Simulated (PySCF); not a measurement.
Structure problem from calculated spectra and properties.

Formula: C3H2O2.

| Quantity | Value |
| --- | --- |
| Rotational structure | rotational constants A, B, C: 12.219, 4.174, 3.111 GHz [GFN2-xTB] |
| Dipole | 1.74 D [PBE0/pcSseg-1] |
| NMR, other nuclei | isotropic shieldings of nuclei other than C and H, by class: -125 (1 O), 119 (1 O) ppm [GIAO PBE0/pcSseg-1] |
| 1H NMR | chemical shifts (computed TMS as zero) by class: 6.38 (1 H), 2.36 (1 H) ppm [GIAO PBE0/pcSseg-1] |
| 13C NMR | chemical shifts (computed TMS as zero) by class: 157.2 (1 C), 84.6 (1 C), 77.9 (1 C) ppm [GIAO PBE0/pcSseg-1] |
| Couplings | largest of the computed one-bond spin–spin couplings (means over like bonds): 13C–1H +272.4, 13C–13C +217.8, 13C–13C +136.4, 17O–1H -78.4, 17O–13C +26.0, 17O–13C +24.8 Hz [B3LYP/pcJ-1] |

The electronic properties come from PySCF, for the isolated species, density fitting. Levels stand in brackets. One conformer (not necessarily the lowest) at the GFN2-xTB geometry, without solvent, vibrations or thermal averaging. NMR classes are plain means over equivalent atoms (diastereotopic ones count apart unless rotation or inversion swaps them), as if these changed places fast.

Question: Give a SMILES that accounts for the data.

Answer: Numbering: `[CH:1]#[C:2][C:3](=[O:4])[OH:5]`. Its formula, C3H2O2, gives 3 degrees of unsaturation: 0 rings and 3 π bonds in the structure found. 3 carbons fall into 3 classes; from least to most shielded: carboxylic acid carbon [C3] (157.2 ppm), terminal alkyne carbon [C1] (84.6 ppm), alkyne carbon [C2] (77.9 ppm). Hydrogen classes from least to most shielded: 1 H on an acid hydroxyl oxygen, O5 (6.38 ppm), 1 H on a terminal alkyne carbon, C1 (2.36 ppm). The other shieldings belong to: -125 ppm, acid carbonyl oxygen [O4]; 119 ppm, acid hydroxyl oxygen [O5]. The couplings run between: +272.4 Hz, terminal alkyne carbon [C1] and its hydrogen; +217.8 Hz, terminal alkyne carbon [C1] and alkyne carbon [C2]; +136.4 Hz, alkyne carbon [C2] and carboxylic acid carbon [C3]; -78.4 Hz, acid hydroxyl oxygen [O5] and its hydrogen; +26.0 Hz, acid hydroxyl oxygen [O5] and carboxylic acid carbon [C3]; +24.8 Hz, acid carbonyl oxygen [O4] and carboxylic acid carbon [C3]. The optimised geometry has point group Cs and is an asymmetric top. Structure: `C#CC(=O)O`. The assignments are read from this structure; whether some other isomer fits the data as well wasn't checked.

The values belong to the conformer `[CH:1]#[C:2][C:3](=[O:4])[OH:5]`: H–O5–C3–C2 180°.
